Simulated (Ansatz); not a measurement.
# C₃H₄FN: basis-set convergence

How large a basis does C₃H₄FN need? Two functionals are run in growing sets.

Program: Ansatz 0.2.0, Gaussian basis. Level of theory: one geometry, several basis sets. These are calculated values, not measurements.

Levels to be run: PBE0-D4/def2-SVP; ωB97M-V/def2-SVP; PBE0-D4/def2-QZVPP; ωB97M-V/def2-QZVPP; the functionals' def2-TZVPP values are taken from earlier runs.

## (1) The relaxed structure

An earlier PBE0-D4 in a triple-zeta def2 set relaxation fixed the geometry.

SMILES `NC=C=CF`, 9 atoms, charge 0, spin multiplicity 1.

Atoms are counted from 1 here; the program's logs count them from 0.

Bond lengths: N1–C2 1.378 Å, N1–H6 1.007 Å, N1–H7 1.006 Å, C2–C3 1.311 Å, C2–H8 1.088 Å, C3–C4 1.294 Å, C4–F5 1.353 Å, C4–H9 1.086 Å. Angles: C2–N1–H6 115.9°, C2–N1–H7 115.8°, H6–N1–H7 113.6°, N1–C2–C3 126.8°, N1–C2–H8 114.1°, C3–C2–H8 119.0°, C2–C3–C4 175.5°, C3–C4–F5 123.0°, C3–C4–H9 126.1°, F5–C4–H9 110.9°.

## (2) PBE0-D4 in def2-SVP

The input, in.yaml:

```yaml
crystal:
  periodic: [false, false, false]
  atoms:
    - {symbol: N, position_ang: [1.557686, -0.633376, -0.627375]}
    - {symbol: C, position_ang: [0.280516, -0.797947, -0.136287]}
    - {symbol: C, position_ang: [-0.526172, 0.146083, 0.285642]}
    - {symbol: C, position_ang: [-1.306223, 1.044185, 0.795711]}
    - {symbol: F, position_ang: [-2.270823, 1.671367, 0.084197]}
    - {symbol: H, position_ang: [1.804511, 0.302005, -0.907502]}
    - {symbol: H, position_ang: [1.875464, -1.341956, -1.266924]}
    - {symbol: H, position_ang: [-0.038687, -1.836038, -0.065906]}
    - {symbol: H, position_ang: [-1.287772, 1.399277, 1.821344]}
basis:
  gaussian: {orbitals: def2-SVP}
hamiltonian: {xc: pbe0, dispersion: d4}
output: {orbitals: {seedname: orbitals}}
```

Launch:

```
$ ansatz run in.yaml --threads 2 --pin off --events-out ev --progress --plain --max-ram 4352MiB
```

The program printed:

```text
Functional definition: PBE0
  name "PBE0"
  cite "Adamo & Barone, J. Chem. Phys. 110, 6158 (1999) doi:10.1063/1.478522"
  cite "Perdew, Burke & Ernzerhof, Phys. Rev. Lett. 77, 3865 (1996) doi:10.1103/PhysRevLett.77.3865"
  parent pbe
  parameter a = 0.25
  parameter kappa = 0.804
  parameter beta = 0.06672455060314922
  exchange = (1 - a)*pbe_x(kappa = kappa, mu = beta*pi^2/3) + a*exact_x
  correlation = pbe_c(beta = beta)
1026 factors; their error is unknown
mean field evaluation 1: about -7362.3132 eV, gradient 4.6e1 eV
mean field evaluation 2: about -7361.4581 eV, gradient 5.0e1 eV
mean field evaluation 4: about -7367.2537 eV, gradient 2.4e0 eV
mean field evaluation 8: about -7367.2663 eV, gradient 1.1e-1 eV
mean field evaluation 16: about -7367.2613 eV, gradient 5.8e-5 eV
mean field -7367.26128924 eV, -270.7418586705 hartree, gradient 5.8e-5 eV, S^2 0.000000; 0 other end points of the search recorded, 0 dependent functions left out
reference -7367.26131034 eV, -270.7418594460 hartree; 19, 19 occupied and 71, 71 virtual orbitals, 1026 factors
Total energy: -7367.37450284 eV, -270.7460191936 hartree
```

Run time: 1.1 s. Hardware: 2 threads of Arm Neoverse V1, shared host.

## (3) ωB97M-V in def2-SVP

Edit in.yaml of step 2 so:

```diff
@@ -14,3 +14,3 @@
   gaussian: {orbitals: def2-SVP}
-hamiltonian: {xc: pbe0, dispersion: d4}
+hamiltonian: {xc: {name: wB97M-V}}
 output: {orbitals: {seedname: orbitals}}
```

The command is unchanged.

The program printed:

```text
Functional definition: wB97M-V
  name "wB97M-V"
  cite "Mardirossian & Head-Gordon, J. Chem. Phys. 144, 214110 (2016) doi:10.1063/1.4952647"
  cite "Becke, J. Chem. Phys. 107, 8554 (1997) doi:10.1063/1.475007"
  cite "Vydrov & Van Voorhis, J. Chem. Phys. 133, 244103 (2010) doi:10.1063/1.3521275"
  # Of w^i u^j: cxij and so on, Table III.
  parameter omega = 0.3/bohr
  parameter cx = 0.15
  parameter cx01 = 1.007
  parameter cx10 = 0.259
  parameter css00 = 0.443
  parameter css04 = -1.437
  parameter css10 = -4.535
  parameter css20 = -3.390
  parameter css43 = 4.278
  parameter cos00 = 1.000
  parameter cos10 = 1.358
  parameter cos20 = 2.924
  parameter cos21 = -8.812
  parameter cos60 = -1.390
  parameter cos61 = 9.142
  parameter b = 6.0
  parameter c = 0.01
  gx(w, u) = 1 - cx + cx01*u + cx10*w
  gss(w, u) = css00 + css04*u^4 + css10*w + css20*w^2 + css43*w^4*u^3
  gos(w, u) = cos00 + cos10*w + (cos20 + cos21*u)*w^2 + (cos60 + cos61*u)*w^6
  exchange = spin_sum(e_x_unif_sr(omega)*gx(b97_w, b97_u_x)) + cx*exact_x_sr(omega) + exact_x_lr(omega)
  correlation = spin_sum(e_c_pw_mod_same_spin*gss(b97_w, b97_u_same))
      + integral(e_c_pw_mod_opposite_spin*gos(b97_w_opposite, b97_u_opposite)) + vv10(b, c)
1026 factors; their error is unknown
222 factors; integrals over basis functions are off by at most 9.2e-6 eV
mean field evaluation 1: about -7369.3647 eV, gradient 3.8e1 eV
mean field evaluation 2: about -7370.9083 eV, gradient 2.9e1 eV
mean field evaluation 4: about -7372.5747 eV, gradient 1.5e0 eV
mean field evaluation 8: about -7372.5546 eV, gradient 5.6e-2 eV
mean field evaluation 16: about -7372.5547 eV, gradient 3.4e-5 eV
mean field -7372.55465428 eV, -270.9363862477 hartree, gradient 3.4e-5 eV, S^2 0.000000; 0 other end points of the search recorded, 0 dependent functions left out
reference -7372.55468784 eV, -270.9363874810 hartree; 19, 19 occupied and 71, 71 virtual orbitals, 1026 factors
Total energy: -7372.55468784 eV, -270.9363874810 hartree
```

Run time: 4.1 s. Hardware: 2 threads of Arm Neoverse V1, shared host.

## (4) PBE0-D4 in def2-QZVPP

Edit in.yaml of step 3 so:

```diff
@@ -13,4 +13,4 @@
 basis:
-  gaussian: {orbitals: def2-SVP}
-hamiltonian: {xc: {name: wB97M-V}}
+  gaussian: {orbitals: "def2-QZVPP.json"}
+hamiltonian: {xc: pbe0, dispersion: d4}
 output: {orbitals: {seedname: orbitals}}
```

Launched as before.

The program printed:

```text
Functional definition: PBE0
  name "PBE0"
  cite "Adamo & Barone, J. Chem. Phys. 110, 6158 (1999) doi:10.1063/1.478522"
  cite "Perdew, Burke & Ernzerhof, Phys. Rev. Lett. 77, 3865 (1996) doi:10.1103/PhysRevLett.77.3865"
  parent pbe
  parameter a = 0.25
  parameter kappa = 0.804
  parameter beta = 0.06672455060314922
  exchange = (1 - a)*pbe_x(kappa = kappa, mu = beta*pi^2/3) + a*exact_x
  correlation = pbe_c(beta = beta)
1123 factors; their error is unknown
mean field evaluation 1: about -7368.5164 eV, gradient 6.1e1 eV
mean field evaluation 2: about -7364.6992 eV, gradient 7.1e1 eV
mean field evaluation 4: about -7376.1991 eV, gradient 5.2e0 eV
mean field evaluation 8: about -7376.2568 eV, gradient 1.7e-1 eV
mean field evaluation 16: about -7376.2627 eV, gradient 1.3e-4 eV
mean field -7376.26269792 eV, -271.0726543381 hartree, gradient 1.7e-5 eV, S^2 0.000000; 0 other end points of the search recorded, 0 dependent functions left out
reference -7376.26273071 eV, -271.0726555430 hartree; 19, 19 occupied and 386, 386 virtual orbitals, 1123 factors
Total energy: -7376.37592320 eV, -271.0768152906 hartree
```

Wall time 7.5 s (2 threads of Arm Neoverse V1, shared host); peak memory 0.97 GiB.

## (5) ωB97M-V in def2-QZVPP

Edit in.yaml of step 4 so:

```diff
@@ -14,3 +14,3 @@
   gaussian: {orbitals: "def2-QZVPP.json"}
-hamiltonian: {xc: pbe0, dispersion: d4}
+hamiltonian: {xc: {name: wB97M-V}}
 output: {orbitals: {seedname: orbitals}}
```

The command is unchanged.

The program printed:

```text
Functional definition: wB97M-V
  name "wB97M-V"
  cite "Mardirossian & Head-Gordon, J. Chem. Phys. 144, 214110 (2016) doi:10.1063/1.4952647"
  cite "Becke, J. Chem. Phys. 107, 8554 (1997) doi:10.1063/1.475007"
  cite "Vydrov & Van Voorhis, J. Chem. Phys. 133, 244103 (2010) doi:10.1063/1.3521275"
  # Of w^i u^j: cxij and so on, Table III.
  parameter omega = 0.3/bohr
  parameter cx = 0.15
  parameter cx01 = 1.007
  parameter cx10 = 0.259
  parameter css00 = 0.443
  parameter css04 = -1.437
  parameter css10 = -4.535
  parameter css20 = -3.390
  parameter css43 = 4.278
  parameter cos00 = 1.000
  parameter cos10 = 1.358
  parameter cos20 = 2.924
  parameter cos21 = -8.812
  parameter cos60 = -1.390
  parameter cos61 = 9.142
  parameter b = 6.0
  parameter c = 0.01
  gx(w, u) = 1 - cx + cx01*u + cx10*w
  gss(w, u) = css00 + css04*u^4 + css10*w + css20*w^2 + css43*w^4*u^3
  gos(w, u) = cos00 + cos10*w + (cos20 + cos21*u)*w^2 + (cos60 + cos61*u)*w^6
  exchange = spin_sum(e_x_unif_sr(omega)*gx(b97_w, b97_u_x)) + cx*exact_x_sr(omega) + exact_x_lr(omega)
  correlation = spin_sum(e_c_pw_mod_same_spin*gss(b97_w, b97_u_same))
      + integral(e_c_pw_mod_opposite_spin*gos(b97_w_opposite, b97_u_opposite)) + vv10(b, c)
1123 factors; their error is unknown
287 factors; integrals over basis functions are off by at most 9.2e-6 eV
mean field evaluation 1: about -7376.9239 eV, gradient 5.0e1 eV
mean field evaluation 2: about -7378.8538 eV, gradient 4.0e1 eV
mean field evaluation 4: about -7381.8072 eV, gradient 2.1e0 eV
mean field evaluation 8: about -7381.8213 eV, gradient 6.3e-2 eV
mean field evaluation 16: about -7381.8213 eV, gradient 1.9e-4 eV
mean field -7381.82126564 eV, -271.2769279339 hartree, gradient 3.9e-5 eV, S^2 0.000000; 0 other end points of the search recorded, 0 dependent functions left out
reference -7381.82131806 eV, -271.2769298605 hartree; 19, 19 occupied and 386, 386 virtual orbitals, 1123 factors
Total energy: -7381.82131806 eV, -271.2769298605 hartree
```

Run time: 19 s. Hardware: 2 threads of Arm Neoverse V1, shared host; peak memory 1.1 GiB.

## (6) Density functionals: the series

The def2-TZVPP values come from earlier runs at the same geometry.

| functional | basis | functions | energy (eV) | from the largest (eV) | HOMO (eV) | LUMO (eV) |
| --- | --- | --- | --- | --- | --- | --- |
| PBE0-D4 | def2-SVP | 90 | -7367.3745 | 9.001 | -6.31 | 0.49 |
| PBE0-D4 | def2-TZVPP | 211 | -7375.9717 | 0.404 | -6.50 | 0.16 |
| PBE0-D4 | def2-QZVPP | 405 | -7376.3759 | 0.000 | -6.54 | -0.04 |
| ωB97M-V | def2-SVP | 90 | -7372.5547 | 9.267 | -8.48 | 2.53 |
| ωB97M-V | def2-TZVPP | 211 | -7381.4404 | 0.381 | -8.68 | 1.93 |
| ωB97M-V | def2-QZVPP | 405 | -7381.8213 | 0.000 | -8.73 | 1.42 |

## (7) Outcome

| quantity | value |
| --- | --- |
| PBE0-D4: double and triple zeta above quadruple | 9.00, 0.40 eV |
| ωB97M-V: double and triple zeta above quadruple | 9.27, 0.38 eV |

What this shows: For PBE0-D4 the step from double to triple zeta gains 8.60 eV and the next only 0.40 eV. Total energies overstate the basis error of differences, where much of it tends to cancel. The LUMO of ωB97M-V is positive and keeps falling with the basis (2.53 to 1.42 eV): an unbound level that the basis holds in place.

For PBE0-D4 the largest set took about 7 times as long as the smallest (7.5 s against 1.1 s).
